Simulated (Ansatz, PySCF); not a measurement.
Barrier height from CH4FO, charge -1 to the transition structure CH4FO, without zero-point energy, on the benchmark's geometries as Psi4's copy of the set gives them.
Transition structure (charge -1, multiplicity 1):
```xyz
7

F      0.023    -0.007     0.006
C     -0.018     0.005     1.765
H      1.048     0.005     1.854
H     -0.548     0.935     1.792
H     -0.549    -0.923     1.806
O      0.001     0.019     3.751
H     -0.927     0.032     3.998
```
Reactant (charge -1, multiplicity 1):
```xyz
7

F      0.0004    -2.4683     0.0214
C     -0.2766    -1.0744    -0.0027
H      0.6493    -0.5165    -0.0090
H     -0.8420    -0.8471    -0.8971
H     -0.8510    -0.8266     0.8814
O     -0.3017     1.5825    -0.2065
H     -0.6051     2.4924    -0.1643
```

Open shells are unrestricted; no spin–orbit coupling.

Rows in 3-21G, 6-31G* carry no dispersion term and start afresh at each structure (6-31G* with six Cartesian d functions).

Codes used: Ansatz (Gaussian basis) for Hartree–Fock, density functionals and correlated methods; PySCF for 3-21G rows, 6-31G* rows, the dispersion terms. 

**Question.** One of these levels gives 0.353 eV for the barrier height. Which one is it?
(A) BHLYP-D4/def2-TZVPPD
(B) M06-2X/6-31G*
(C) HF/3-21G
(D) BLYP-D4/def2-TZVPPD

**Answer.** B, M06-2X/6-31G*. The others give 0.235 (HF/3-21G), 0.162 (BLYP-D4/def2-TZVPPD), 0.545 (BHLYP-D4/def2-TZVPPD)

Ansatz is a first-principles code.
